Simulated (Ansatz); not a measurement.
# AlH₃NCl (SMILES [NH2][AlH][Cl]): functionals against CCSD(T) at one geometry

The atoms stand at a structure displaced at random from a GFN2-xTB minimum. How far do the functionals agree with CCSD(T) there?

The runs use Ansatz 0.2.0, Gaussian basis; single points in def2-TZVPP.

Cores are frozen in the correlated methods.

## (1) The starting structure

SMILES `[NH2][AlH][Cl]`, 6 atoms, charge 0, spin multiplicity 1.

Atoms are counted from 1 here; the program's logs count them from 0.

Bond lengths: N1–Al2 1.579 Å, N1–H4 1.287 Å, N1–H5 0.939 Å, Al2–Cl3 2.166 Å, Al2–H6 1.576 Å. Angles: Al2–N1–H4 130.2°, Al2–N1–H5 136.7°, H4–N1–H5 92.2°, N1–Al2–Cl3 121.3°, N1–Al2–H6 114.2°, Cl3–Al2–H6 124.3°.

Coordinates:

```mol
AlClH3N
  3D, bonds by distance, orders not assigned

  6  5  0  0  0  0  0  0  0  0999 V2000
   -0.5584    0.1593   -0.6605 N   0  0
    0.5000   -0.0798    0.4865 Al  0  0
    1.5050   -1.9850    0.7103 Cl  0  0
   -1.3898    1.1255   -0.8357 H   0  0
   -0.9419   -0.3454   -1.3534 H   0  0
    0.6481    1.1268    1.4894 H   0  0
  1  2  8  0
  1  4  8  0
  1  5  8  0
  2  3  8  0
  2  6  8  0
M  END
```

## (2) CCSD(T)/def2-TZVPP

Input file run/in.yaml:

```yaml
crystal:
  periodic: [false, false, false]
  atoms:
    - {symbol: N, position_ang: [-0.558400, 0.159300, -0.660500]}
    - {symbol: Al, position_ang: [0.500000, -0.079800, 0.486500]}
    - {symbol: Cl, position_ang: [1.505000, -1.985000, 0.710300]}
    - {symbol: H, position_ang: [-1.389800, 1.125500, -0.835700]}
    - {symbol: H, position_ang: [-0.941900, -0.345400, -1.353400]}
    - {symbol: H, position_ang: [0.648100, 1.126800, 1.489400]}
basis:
  gaussian: {orbitals: def2-TZVPP}
correlation: {method: ccsd_t}
output: {forces: true}
```

Launch:

```bash
$ ansatz run in.yaml --threads 4 --pin off --events-out ev --progress --plain --max-ram 5222MiB
```

## (3) PBE0-D4/def2-TZVPP

run/in.yaml, as its differences from that of step 2:

```diff
@@ -11,3 +11,3 @@
   gaussian: {orbitals: def2-TZVPP}
-correlation: {method: ccsd_t}
-output: {forces: true}
+hamiltonian: {xc: pbe0, dispersion: d4}
+output: {forces: true, orbitals: {seedname: orbitals}}
```

## (4) wB97M-V/def2-TZVPP

run/in.yaml, as its differences from that of step 3:

```diff
@@ -11,3 +11,3 @@
   gaussian: {orbitals: def2-TZVPP}
-hamiltonian: {xc: pbe0, dispersion: d4}
-output: {forces: true, orbitals: {seedname: orbitals}}
+hamiltonian: {xc: {name: wB97M-V}}
+output: {forces: true}
```

## (5) r2SCAN-D4/def2-TZVPP

run/in.yaml, as its differences from that of step 4:

```diff
@@ -11,3 +11,3 @@
   gaussian: {orbitals: def2-TZVPP}
-hamiltonian: {xc: {name: wB97M-V}}
+hamiltonian: {xc: r2scan, dispersion: d4}
 output: {forces: true}
```

## (6) PBE-D4/def2-TZVPP

run/in.yaml, as its differences from that of step 5:

```diff
@@ -11,3 +11,3 @@
   gaussian: {orbitals: def2-TZVPP}
-hamiltonian: {xc: r2scan, dispersion: d4}
+hamiltonian: {xc: pbe, dispersion: d4}
 output: {forces: true}
```

## (7) B97M-V/def2-TZVPP

run/in.yaml, as its differences from that of step 6:

```diff
@@ -11,3 +11,3 @@
   gaussian: {orbitals: def2-TZVPP}
-hamiltonian: {xc: pbe, dispersion: d4}
+hamiltonian: {xc: {name: B97M-V}}
 output: {forces: true}
```

## (8) BLYP-D4/def2-TZVPP

run/in.yaml, as its differences from that of step 7:

```diff
@@ -11,3 +11,3 @@
   gaussian: {orbitals: def2-TZVPP}
-hamiltonian: {xc: {name: B97M-V}}
+hamiltonian: {xc: {name: BLYP}, dispersion: d4}
 output: {forces: true}
```

(Steps that only read results are left out.)

Before running it: what results should come out? Wanted: energy less free atoms, CCSD(T)/def2-TZVPP; RMS force component; RMS force error; HOMO and LUMO, PBE0-D4; T1 diagnostic.

As calculated:

| quantity | value |
| --- | --- |
| energy less free atoms, CCSD(T)/def2-TZVPP | -17.246 eV |
| RMS force component | 3.339 to 3.464 eV/Å over the methods |
| RMS force error | PBE0-D4 0.116, wB97M-V 0.087, r2SCAN-D4 0.099, PBE-D4 0.178, B97M-V 0.153, BLYP-D4 0.191 eV/Å |
| HOMO and LUMO, PBE0-D4 | -8.37 and -0.68 eV |
| T1 diagnostic | 0.010 |

Against CCSD(T) the functionals' energies less atoms differ by -0.879 to -0.379 eV, PBE-D4 by -0.737 eV. The reference is not at the basis limit: in triple zeta CCSD(T) underbinds, which counts against methods that bind more; the gaps are no ranking. The forces of wB97M-V come nearest to CCSD(T), those of BLYP-D4 are farthest. Frozen-core CCSD(T) forces in triple zeta carry basis errors of their own, and this is one geometry, so small gaps rank nothing.
